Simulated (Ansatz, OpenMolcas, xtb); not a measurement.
**A ladder of methods for CH4OSi (SMILES CO[SiH])**

The species is CH4OSi (7 atoms), meant as a singlet with charge 0. As SMILES, `CO[SiH]`. The coordinates come from a PBE0-D4/def2-TZVP relaxation. This is one conformer, not always the lowest.

Each level gives the HOMO–LUMO gap (eV). The values are calculated.

```tsv
level	kind	program	value (eV)	CPU time
GFN0-xTB	semi-empirical	xtb	1.76	under 2 s
HF/aug-cc-pVDZ	Hartree–Fock	OpenMolcas	9.66	15 s
SVWN5/aug-cc-pVDZ	LDA	Ansatz	2.50	6.4 s
PBE/aug-cc-pVDZ	GGA	OpenMolcas	2.61	54 s
M06-L/aug-cc-pVDZ	meta-GGA	OpenMolcas	3.12	85 s
r2SCAN/aug-cc-pVDZ	meta-GGA	OpenMolcas	2.95	80 s
PBE0/aug-cc-pVDZ	global hybrid	OpenMolcas	4.51	52 s
wB97M-V/aug-cc-pVDZ	range-separated hybrid	Ansatz	8.42	69 s
PBE-QIDH/aug-cc-pVDZ	double hybrid	Ansatz	7.77	14 s
```

The values span 1.76 to 9.66 eV. Orbital gaps aren't excitation energies, and those of double hybrids come from the SCF part alone; they tend to grow with the share of exact exchange. Times are those of the runs behind each value, whatever else they computed, on shared processors of several kinds: orders of magnitude only.
